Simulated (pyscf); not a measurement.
A first-order saddle from PySCF, ωB97X-D3(BJ)/def2-SVP:

```
N
H 1 1.0240
H 1 1.0260 2 107.41
H 1 1.7325 2 93.19 3 144.68
In 4 1.7776 1 76.31 2 115.08
Cl 5 2.3513 4 152.06 1 71.54
```

Surface: singlet, charge 0. Lowest wavenumbers (cm⁻¹): 1304i, 109, 211, 369, 479.

Task: Which two sides does it connect, and which bonds change?

Result: Cl–In [singlet] + NH₃ <-> H₂N–InH–Cl, an insertion read from left to right: H–N broken and In–N, H–In formed. At CCSD(T)/def2-TZVPP + ΔMP2(QZVPP) it lies +267.4 kJ/mol from the left side and +196.8 kJ/mol from the right (each side as separated species at their lowest minima found). On the reactant side the descent ends in a bound adduct (not fully relaxed), 55.4 kJ/mol under the separated species and 333.7 kJ/mol under the saddle at ωB97X-D3(BJ)/def2-TZVP. At ωB97X-D3(BJ) the barrier from the zero used here is 278.3 kJ/mol. This is the saddle that the search found; another between the same sides may lie lower. The CCSD(T) − MP2 part came from Ansatz, without density fitting, on the same reference. The frozen core leaves the outer d or s,p core shells of the metals and heavy elements correlated in the MP2 and CC values, and def2-TZVPP describes them poorly, which can shift differences by a few kcal/mol. Elements past Kr carry the def2 core potentials, without spin-orbit coupling.
